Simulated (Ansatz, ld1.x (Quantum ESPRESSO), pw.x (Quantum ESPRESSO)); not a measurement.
lithium: one change to the ultrasoft potential, in the atom and in the fcc crystal

ld1.x (Quantum ESPRESSO) 7.5 input, shortened:

```
&input
   title='Li', zed=3., rel=1, dft='PBESOL', iswitch=3,
   config='[He] 2s1 2p0'
 /
 &inputp
   pseudotype=3, tm=.true., lloc=-1, rcloc=2.30,
   nlcc=.false.,
   which_augfun='PSQ', rmatch_augfun=1.20
 /
4
1S  1  0   2.00   0.00  1.20  1.35  0.0
2S  2  0   1.00   0.00  1.20  1.35  0.0
2P  2  1   0.00   0.00  3.05  4.25  0.0
2P  2  1   0.00   1.40  3.05  4.25  0.0
 &test
   configts(1)='1s2 2s1 2p0'
 /
```

Change: all radii scaled by about 1.38 (s 1.86, p 5.86 bohr, rcut 1.66/4.20); local potential all-electron potential smoothed inside 3.16 bohr (lloc = -1); augmentation PSQ, radius 1.66 bohr.

Cutoffs, loose and tight: the cutoffs (Ry, on a coarse ladder) from which the occupation-weighted sum of valence levels, in a spherical-Bessel basis at the reference potential, stays within 10 and 1 mRy of its value at 400 Ry. They do not see the model core or the augmentation charge, which bear on the density cutoff. Test errors are all-electron minus pseudo excitation energies from the reference, over the configurations 1s2 2s0 2p0; 1s2 2s0.5 2p0; 1s2 2s0 2p1; 1s1 2s1 2p0; variants that change the core or the reference have their own tests.

Crystal test: fcc Li in pw.x 7.5, no spin, 13³ k-points, Fermi–Dirac smearing 0.01 Ry, cutoffs set for each file from its atomic test. The reference is all-electron LAPW (Ansatz 0.2.0) with the same functional, mesh and smearing; V0 and B0 come from Birch–Murnaghan fits to the pressures at five volumes. Errors are pseudo minus all-electron; Δ is the rms difference of the E(V) curves that follow from these fits, minima aligned, over ±6 % about the mean V0. Mesh and smearing are coarse, so the numbers serve the comparison and aren't converged zero-temperature values; the lattice is a test structure that the element need not adopt.

All-electron: a0 = 4.327 Å (V0 = 20.25 Å³/atom), B0 = 13.5 GPa.

**Question.** Does the change bring the crystal closer to the all-electron result?

**Answer.** The mean pressure error goes from -0.28 to +6.81 GPa, so the change moves the solid further from the all-electron pressures. At 80 % of its cutoff the pressure of the base moves by -1.02 GPa.

```csv
quantity,base,changed
outcome (atom),generated,generated
"cutoff, loose (atom)",40 Ry,25 Ry
"cutoff, tight (atom)",50 Ry,35 Ry
bound ghosts (atom),none,none
largest test error (meV) (atom),"test run stopped at test 2 of 4 (negative rho), 1 before it not solved","test run stopped at test 2 of 4 (negative rho), 1 before it not solved"
cutoffs in pw.x (Ry),60/480,45/360
a0 (Å),4.300,–
a0 error (%),-0.62,–
B0 error (%),+16.0,–
Δ (meV/atom),1.2,–
mean pressure error (GPa),-0.28,+6.81
```

A dash: not determined, or the minimum lies outside the volumes sampled.

Base: The largest radius (4.25 bohr) exceeds half the bond length (2.89 bohr), so the spheres overlap, which is one possible source of error among others. This is a poor potential for the solid. Atomic configuration tests: test run stopped at test 2 of 4 (negative rho), 1 before it not solved. Changed file: The largest radius (5.86 bohr) exceeds half the bond length (2.89 bohr), so the spheres overlap, which is one possible source of error among others. This is a poor potential for the solid. Atomic configuration tests: test run stopped at test 2 of 4 (negative rho), 1 before it not solved. The atomic cutoffs weigh occupied waves only.
